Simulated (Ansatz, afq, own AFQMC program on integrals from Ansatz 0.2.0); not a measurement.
GeH₄Cl, doublet in cc-pVTZ, levels against AFQMC with the constraint released

```xyz
6

Cl   -2.1968    0.0000    0.0000
H    -0.8008    0.0000    0.0000
Ge    1.0212    0.0000    0.0000
H     1.4899   -1.4659    0.0000
H     1.4899    0.7330   -1.2695
H     1.4899    0.7330    1.2695
```

Connectivity, by distances: Cl ··· GeH3, 1 bridging H.

Basis cc-pVTZ. Only valence electrons are correlated. Ansatz 0.2.0 and our own AFQMC program on the same integrals; the CISD trial comes from CCSD amplitudes, and released means the phaseless constraint is let go. Uncertainties: one standard error, sampling alone. No spin–orbit coupling.

Determinant: UHF, the one that the program's search chose, which needn't be the lowest solution. The geometry is a point of a scan.

No full CI on the walks' own integrals is used here. The released AFQMC energy serves as the reference, which it does only where one determinant dominates, the energy is flat over the last release times and near the phaseless one (40 meV or 2 meV an electron, half that with transition metals). On small molecules, where full CI could be run and the noise was under 10 meV, such values lay within 10 meV of it in 19 cases of 20, a flattering rate, since the rule was set on those same cases; what remains of the bias isn't in the error bar.

Cautions: no relativity below Rb; no spin-orbit coupling; inner d shell frozen; the released value is read at 1.50 1/Eh (meV from the phaseless value at times in 1/Eh: -7 ± 6 at 0.24, -9 ± 10 at 0.51, -20 ± 9 at 0.99, -18 ± 8 at 1.50).

```
T1 diagnostic                               : 0.0119
weight of the determinant in the CISD state : 0.850
⟨S²⟩ of the determinant                     : 0.769
size of the correlated space                : 15 electrons in 114 orbitals
```

```csv
level,correlation energy (eV)
MP2,-8.8887
CCSD,-10.0756
CCSD(T),-10.4203
```

Task: Estimate where AFQMC with the constraint released lies against CCSD(T) on the same integrals.

Result: 5.4 ± 0.7 kJ/mol below CCSD(T).

Reference: AFQMC with the constraint released, correlation energy -10.476 ± 0.008 eV.

| level | E − E(reference) (kJ/mol) | share of correlation (%) |
| --- | --- | --- |
| CCSD(T) | 5.4 ± 0.7 | 99.47 |
| ph-AFQMC/CISD | 1.8 ± 0.9 | 99.82 |

A walk keeps the symmetry of its determinant, which the program's search chose and which needn't be the lowest solution, so a lower state of the same spin and another symmetry isn't excluded. Released energies are given only where the last usable release times agree within the noise; a slower fall can still hide under it.
